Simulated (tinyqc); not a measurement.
Inside a calculation. Method: UHF in the sto-3g basis, for H2O, spin multiplicity 1. One step of it, computed by the program tinyqc.

Question. Iteration 12 (converged): orbitals. Diagonalise F' = X^T F X, C = X C', fill 5 alpha and 5 beta electrons from the bottom; D(s) = C_occ C_occ^T. Each column has its largest component positive (the first on a tie).

converged F(alpha) (hartree):
```
             1O 1s      1O 2s     1O 2px     1O 2py     1O 2pz      2H 1s      3H 1s
1O 1s   -20.258951  -5.165099   0.000000   0.000000  -0.026752  -0.941973  -0.941973
1O 2s    -5.165099  -2.426098   0.000000   0.000000  -0.096054  -0.865145  -0.865145
1O 2px    0.000000   0.000000  -0.394006   0.000000   0.000000   0.000000   0.000000
1O 2py    0.000000   0.000000   0.000000  -0.253565   0.000000  -0.347957   0.347957
1O 2pz   -0.026752  -0.096054   0.000000   0.000000  -0.299483  -0.369458  -0.369458
2H 1s    -0.941973  -0.865145   0.000000  -0.347957  -0.369458  -0.467252  -0.331335
3H 1s    -0.941973  -0.865145   0.000000   0.347957  -0.369458  -0.331335  -0.467252
```

converged F(beta) (hartree):
```
             1O 1s      1O 2s     1O 2px     1O 2py     1O 2pz      2H 1s      3H 1s
1O 1s   -20.258951  -5.165099   0.000000   0.000000  -0.026752  -0.941973  -0.941973
1O 2s    -5.165099  -2.426098   0.000000   0.000000  -0.096054  -0.865145  -0.865145
1O 2px    0.000000   0.000000  -0.394006   0.000000   0.000000   0.000000   0.000000
1O 2py    0.000000   0.000000   0.000000  -0.253565   0.000000  -0.347957   0.347957
1O 2pz   -0.026752  -0.096054   0.000000   0.000000  -0.299483  -0.369458  -0.369458
2H 1s    -0.941973  -0.865145   0.000000  -0.347957  -0.369458  -0.467252  -0.331335
3H 1s    -0.941973  -0.865145   0.000000   0.347957  -0.369458  -0.331335  -0.467252
```

X:
```
            1O 1s      1O 2s    1O 2px     1O 2py     1O 2pz      2H 1s      3H 1s
1O 1s    1.023758  -0.138249  0.000000   0.000000  -0.008980   0.019493   0.019493
1O 2s   -0.138249   1.176297  0.000000   0.000000   0.089481  -0.236856  -0.236856
1O 2px   0.000000   0.000000  1.000000   0.000000   0.000000   0.000000   0.000000
1O 2py   0.000000   0.000000  0.000000   1.073394   0.000000  -0.180334   0.180334
1O 2pz  -0.008980   0.089481  0.000000   0.000000   1.051869  -0.137796  -0.137796
2H 1s    0.019493  -0.236856  0.000000  -0.180334  -0.137796   1.152571  -0.087279
3H 1s    0.019493  -0.236856  0.000000   0.180334  -0.137796  -0.087279   1.152571
```

Give: F' = X^T F X; orbital energies; coefficients C; F' = X^T F X; orbital energies; coefficients C; D(alpha) after iteration 12; D(beta) after iteration 12.

Answer.

F' = X^T F X (alpha) (hartree):
```
          1        2        3        4        5        6        7
1  -19.8833  -2.6868   0.0000   0.0000  -0.0569  -0.1197  -0.1197
2   -2.6868  -1.3037   0.0000   0.0000   0.1124  -0.4279  -0.4279
3    0.0000   0.0000  -0.3940   0.0000   0.0000   0.0000   0.0000
4    0.0000   0.0000   0.0000  -0.0316   0.0000  -0.4062   0.4062
5   -0.0569   0.1124   0.0000   0.0000  -0.1398  -0.3328  -0.3328
6   -0.1197  -0.4279   0.0000  -0.4062  -0.3328  -0.0122  -0.0980
7   -0.1197  -0.4279   0.0000   0.4062  -0.3328  -0.0980  -0.0122
```

orbital energies (alpha) (hartree): MO1 -20.2673, MO2 -1.2332, MO3 -0.5504, MO4 -0.4645, MO5 -0.3940, MO6 0.5279, MO7 0.6046

coefficients C (alpha):
```
            MO1      MO2      MO3      MO4     MO5      MO6      MO7
1O 1s    0.9944  -0.2366   0.0000   0.1020  0.0000  -0.1134   0.0000
1O 2s    0.0246   0.8690   0.0000  -0.5220  0.0000   0.7033   0.0000
1O 2px   0.0000   0.0000   0.0000   0.0000  1.0000   0.0000   0.0000
1O 2py   0.0000   0.0000   0.6257   0.0000  0.0000   0.0000   0.9087
1O 2pz   0.0037   0.1046   0.0000   0.7237  0.0000   0.7860   0.0000
2H 1s   -0.0049   0.1481   0.4538   0.3254  0.0000  -0.7177  -0.7715
3H 1s   -0.0049   0.1481  -0.4538   0.3254  0.0000  -0.7177   0.7715
```

F' = X^T F X (beta) (hartree):
```
          1        2        3        4        5        6        7
1  -19.8833  -2.6868   0.0000   0.0000  -0.0569  -0.1197  -0.1197
2   -2.6868  -1.3037   0.0000   0.0000   0.1124  -0.4279  -0.4279
3    0.0000   0.0000  -0.3940   0.0000   0.0000   0.0000   0.0000
4    0.0000   0.0000   0.0000  -0.0316   0.0000  -0.4062   0.4062
5   -0.0569   0.1124   0.0000   0.0000  -0.1398  -0.3328  -0.3328
6   -0.1197  -0.4279   0.0000  -0.4062  -0.3328  -0.0122  -0.0980
7   -0.1197  -0.4279   0.0000   0.4062  -0.3328  -0.0980  -0.0122
```

orbital energies (beta) (hartree): MO1 -20.2673, MO2 -1.2332, MO3 -0.5504, MO4 -0.4645, MO5 -0.3940, MO6 0.5279, MO7 0.6046

coefficients C (beta):
```
            MO1      MO2      MO3      MO4     MO5      MO6      MO7
1O 1s    0.9944  -0.2366   0.0000   0.1020  0.0000  -0.1134   0.0000
1O 2s    0.0246   0.8690   0.0000  -0.5220  0.0000   0.7033   0.0000
1O 2px   0.0000   0.0000   0.0000   0.0000  1.0000   0.0000   0.0000
1O 2py   0.0000   0.0000   0.6257   0.0000  0.0000   0.0000   0.9087
1O 2pz   0.0037   0.1046   0.0000   0.7237  0.0000   0.7860   0.0000
2H 1s   -0.0049   0.1481   0.4538   0.3254  0.0000  -0.7177  -0.7715
3H 1s   -0.0049   0.1481  -0.4538   0.3254  0.0000  -0.7177   0.7715
```

D(alpha) after iteration 12:
```
          1O 1s    1O 2s  1O 2px   1O 2py   1O 2pz    2H 1s    3H 1s
1O 1s    1.0552  -0.2344  0.0000   0.0000   0.0527  -0.0067  -0.0067
1O 2s   -0.2344   1.0284  0.0000   0.0000  -0.2869  -0.0412  -0.0412
1O 2px   0.0000   0.0000  1.0000   0.0000   0.0000   0.0000   0.0000
1O 2py   0.0000   0.0000  0.0000   0.3915   0.0000   0.2839  -0.2839
1O 2pz   0.0527  -0.2869  0.0000   0.0000   0.5348   0.2510   0.2510
2H 1s   -0.0067  -0.0412  0.0000   0.2839   0.2510   0.3337  -0.0781
3H 1s   -0.0067  -0.0412  0.0000  -0.2839   0.2510  -0.0781   0.3337
```

D(beta) after iteration 12:
```
          1O 1s    1O 2s  1O 2px   1O 2py   1O 2pz    2H 1s    3H 1s
1O 1s    1.0552  -0.2344  0.0000   0.0000   0.0527  -0.0067  -0.0067
1O 2s   -0.2344   1.0284  0.0000   0.0000  -0.2869  -0.0412  -0.0412
1O 2px   0.0000   0.0000  1.0000   0.0000   0.0000   0.0000   0.0000
1O 2py   0.0000   0.0000  0.0000   0.3915   0.0000   0.2839  -0.2839
1O 2pz   0.0527  -0.2869  0.0000   0.0000   0.5348   0.2510   0.2510
2H 1s   -0.0067  -0.0412  0.0000   0.2839   0.2510   0.3337  -0.0781
3H 1s   -0.0067  -0.0412  0.0000  -0.2839   0.2510  -0.0781   0.3337
```
